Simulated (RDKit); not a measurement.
RDKit input (MMFF94):

```python
from rdkit import Chem
from rdkit.Chem import AllChem, rdDetermineBonds

mol = Chem.MolFromXYZFile('mol.xyz')
rdDetermineBonds.DetermineBonds(mol, charge=0)
print('SMILES', Chem.MolToSmiles(Chem.RemoveHs(mol)))
ff = AllChem.MMFFGetMoleculeForceField(mol, AllChem.MMFFGetMoleculeProperties(mol))
e0 = ff.CalcEnergy()
flag = ff.Minimize(maxIts=5000, forceTol=1e-5)
print(f'energy {e0:.4f} -> {ff.CalcEnergy():.4f} kcal/mol, converged: {flag == 0}')
print(Chem.MolToXYZBlock(mol))
```
mol.xyz:
```
8

Si     0.00024600    -0.01101400     1.17211600
Si    -0.00024600     0.01101400    -1.17211600
H     -0.00038100     1.37523900     1.69966300
H     -1.20404700    -0.71203000     1.68030300
H      1.20549100    -0.71075200     1.67980900
H      0.00038100    -1.37523900    -1.69966300
H     -1.20549100     0.71075200    -1.67980900
H      1.20404700     0.71203000    -1.68030300
```

Output:

```
SMILES [SiH3][SiH3]
energy 23.2930 -> 23.1323 kcal/mol, converged: True
8

Si     0.000237   -0.010826    1.150882
Si    -0.000237    0.010826   -1.150882
H     -0.000388    1.375609    1.692966
H     -1.204337   -0.712148    1.673572
H      1.205763   -0.710868    1.673095
H      0.000388   -1.375609   -1.692966
H     -1.205763    0.710868   -1.673095
H      1.204337    0.712148   -1.673572
```

The geometry given is a B3LYP-D3(BJ)/def2-TZVP minimum.
